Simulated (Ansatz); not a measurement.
## B2, triplet: up the ladder of correlation methods

Program: Ansatz, Gaussian basis, development build; BCCD by scripts on PySCF. Nonrelativistic, cc-pVTZ, 2 core orbitals frozen. Perturbation and coupled-cluster methods stand on the Hartree–Fock determinant that coupled cluster favours; RHF here means ROHF, with semicanonical perturbation theory. The state met can change along the bond. 

Correlation energy of CCSD(T), then each method's total less that of CCSD(T), in eV:

```csv
case,E corr CCSD(T),CCSD,BCCD,BCCD(T),determinant
1.574 Å RHF,-5.660,+0.474,+0.525,+0.017,"T1 = 0.042, 0.49 eV over the lowest such Hartree–Fock solution met"
1.889 Å RHF,-4.692,+0.255,+0.267,+0.001,"T1 = 0.030, 0.09 eV over the lowest such Hartree–Fock solution met"
1.889 Å UHF,-4.476,+0.242,+0.259,+0.001,"T1 = 0.026, ⟨S²⟩ = 2.033, 0.24 eV over the lowest such Hartree–Fock solution met"
```

Problem. How far does CCSDT lie from CCSD(T) in each case, and where is CCSD(T) within 1 kcal/mol (0.043 eV)?

Solution. 1.574 Å RHF: -0.035 eV (within); 1.889 Å RHF: -0.053 eV (outside); 1.889 Å UHF: -0.055 eV (outside).

Problem. Which method comes nearest to CCSDT in total energy for 1.574 Å RHF?

Solution. CCSD(T), 0.035 eV away; next BCCD(T) (0.052 eV), last BCCD (0.560 eV).

Several Brueckner solutions were met.
